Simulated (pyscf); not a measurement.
**Addition: H₂C=N–CH₃ (SMILES C=NC) + CH₃• (SMILES [CH3]) → H₃C–CH₂–N•–CH₃ (SMILES CC[N]C)**

Gas phase, doublet surface, charge 0. Bonds broken: none. Bonds formed: C1–C9. Single points on ωB97X-D3(BJ)/def2-SVP structures (PySCF, gas phase).

Transition state (Å):

```xyz
12

C     -1.2680    -0.7116     0.3297
N     -0.0955    -0.5958    -0.1871
C      0.0555     0.3430    -1.2722
H     -2.1723    -0.2715    -0.1347
H     -1.4350    -1.4774     1.0993
H      0.7118     1.1706    -0.9493
H      0.5655    -0.1472    -2.1180
H     -0.9003     0.7752    -1.6344
C     -1.3550     0.9307     1.9265
H     -2.3280     0.7059     2.3737
H     -1.2888     1.8184     1.2916
H     -0.4622     0.6576     2.4940
```

One imaginary mode, 433i cm⁻¹; descent along it reached the two sides named.

```tsv
bond	change	reactant side (Å)	saddle	product side
C1–C9	forms	3.8	2.292	1.536
```

Electronic energies relative to the separated reactants (kcal/mol):

```tsv
level	barrier	reaction energy	reverse barrier
ωB97X-D3(BJ)/def2-TZVP	3.4	-31.2	34.6
PBE/def2-TZVP	1.2	-28.5	29.7
r²SCAN/def2-TZVP	1.7	-29.1	30.8
B3LYP-D3(BJ)/def2-TZVP	2.4	-27.2	29.6
PBE0-D3(BJ)/def2-TZVP	1.9	-32.3	34.1
M06-2X/def2-TZVP	4.2	-28.3	32.5
ωB97M-D3(BJ)/def2-TZVP	4.2	-28.6	32.8
HF/def2-TZVP	9.8	-25.0	34.8
```

With ωB97M-D3(BJ)/def2-TZVP energies and thermal terms (ideal gas, 1 atm, RRHO with modes under 100 cm⁻¹ raised to 100, one conformer, R ln 2 for rigid chiral ones), in kcal/mol:

```json
[
 {"T (K)": "298", "ΔH‡": "5.4", "ΔG‡": "14.8", "ΔH": "-24.7", "ΔG": "-14.6"},
 {"T (K)": "600", "ΔH‡": "5.6", "ΔG‡": "24.2", "ΔH": "-25.0", "ΔG": "-4.2"},
 {"T (K)": "900", "ΔH‡": "6.0", "ΔG‡": "33.5", "ΔH": "-24.4", "ΔG": "+6.0"},
 {"T (K)": "1200", "ΔH‡": "6.6", "ΔG‡": "42.5", "ΔH": "-23.5", "ΔG": "+16.0"}
]
```

H₂C=N–CH₃ lies 9.1 kcal/mol over its isomer H₃C–CH=NH, and others may lie lower still (electronic energy, ωB97M-D3(BJ)). One saddle was located; it need not be the lowest between these sides.
